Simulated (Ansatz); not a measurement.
Input for Ansatz (development build ahead of 0.2.0):

```yaml
crystal:
  periodic: [false, false, false]
  atoms:
    - { symbol: P, position_ang: [0.00656, 0.00255, 0.12307] }
    - { symbol: H, position_ang: [1.19442, -0.00898, -0.65475] }
    - { symbol: H, position_ang: [-0.59569, 1.02663, -0.64967] }
    - { symbol: H, position_ang: [-0.59045, -1.03435, -0.65684] }
basis:
  gaussian: { orbitals: STO-3G }
hamiltonian:
  xc: hf
correlation:
  method: mp2
  frozen_orbitals: { H: 0, P: 5 }
```

The input is written out in the form of the current development build from the run's settings.

Results

```yaml
Converged: yes
Reference_energy: -338.63329 hartree
Correlation_energy: -0.04249 hartree
Total_energy: -338.67579 hartree
Spin_squared_of_the_determinant: 0.000
```
